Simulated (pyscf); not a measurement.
## Routes from H₃Si–PH–PH₂ + H₂

Candidate steps break at most two bonds and form at most two. Each was searched with GFN2-xTB (tblite) first. Structures and frequencies: ωB97X-D3(BJ)/def2-SVP in PySCF. Energies: ωB97M-D3(BJ)/def2-TZVP, kcal/mol, from the separated reactants, singlet surface; ΔG‡ with ideal gas, 1 atm, RRHO with modes under 100 cm⁻¹ raised to 100, one conformer, R ln 2 for chiral ones without a mode under 150 cm⁻¹.

```json
[
 {"products": "H₂P–PH₂ + SiH₄", "type": "four-centre exchange", "ΔE‡": "67.3", "ΔE": "+0.6", "ΔG‡ 298 K": "75.6", "ΔG‡ 900 K": "92.6", "ν‡ (cm⁻¹)": "1649i"},
 {"products": "H₃Si–PH₂ + PH₃", "type": "four-centre exchange", "ΔE‡": "70.3", "ΔE": "-3.7", "ΔG‡ 298 K": "78.6", "ΔG‡ 900 K": "96.8", "ν‡ (cm⁻¹)": "1403i"}
]
```

Plain bond fissions and candidates not yet searched are not listed, and one of them may be faster. Each barrier is that of the saddle found; lower ones may exist.
